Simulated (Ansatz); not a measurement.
Compare A (`CCC(C)(C)CC`) with its isomer B (`CCC(C)C(C)C`).

Calculated with Ansatz (gas phase, PBE0-D4/def2-TZVP geometries, no zero-point term in ΔE). CBS: MP2 limit from def2 TZ/QZ plus the TZ coupled-cluster correction, frozen cores. Functionals use def2-TZVPP. One conformer a species, not always the lowest.

(1) Which is lower in electronic energy at CCSD(T)/CBS, and by how much? (Estimate.)

(2) Give E(B) − E(A) in kJ/mol with ωB97M-V, r2SCAN-D4, MP2/def2-TZVPP, LDA (SPW92), BLYP-D4, CCSD/def2-TZVPP, PBE-D4. (Estimate.)

Largest T1 diagnostic: 0.009.

## Answers

(1) Computed: A, by 6.3 kJ/mol.

(2) Ansatz gave: ωB97M-V 6.0, r2SCAN-D4 5.5, MP2/def2-TZVPP 8.6, LDA (SPW92) 6.8, BLYP-D4 3.9, CCSD/def2-TZVPP 5.5, PBE-D4 3.7. None reverses the order clearly.

Leaving LDA and LC-ωPBE aside and taking each functional with its dispersion term where it has one, the values, not all of them listed here, spread over 2.9 kJ/mol, from B2PLYP to ωB97M-V. LDA lies +5.7 kJ/mol from PBE without D4. The D4 term adds +4.1 kJ/mol with B3LYP and +2.2 kJ/mol with PBE0; it sums over pairs of atoms, weighted by their polarisabilities, and B3LYP, whose exchange is more repulsive, gets the larger term.

B3LYP here is the variant with VWN-RPA as its local correlation; programs differ in this.
